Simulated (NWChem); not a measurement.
Molecule: acetamide (C$_{2}$H$_{5}$NO); SMILES CC(N)=O

```xyz
9

C      0.2400     1.3879     0.0000
C     -0.1420    -0.0893     0.0000
N      0.9132    -0.9669     0.0000
O     -1.3092    -0.4639     0.0000
H      1.3301     1.5832     0.0000
H     -0.2138     1.8678     0.8892
H     -0.2138     1.8678    -0.8892
H      0.7054    -1.9660     0.0000
H      1.8851    -0.6651     0.0000
```
Atoms are numbered in this order, from 1.

Computed with NWChem. Structure relaxed at the PBE-D3(BJ)/def2-SVP level.

### Question
Predict the results for N12/def2-SVP. Quantities: highest occupied level (eV); orbital gap (eV); dipole (D).

### Answer
| Quantity | Value |
|---|---|
| highest occupied level (eV) | -5.31 |
| orbital gap (eV) | 5.36 |
| dipole (D) | 3.71 |
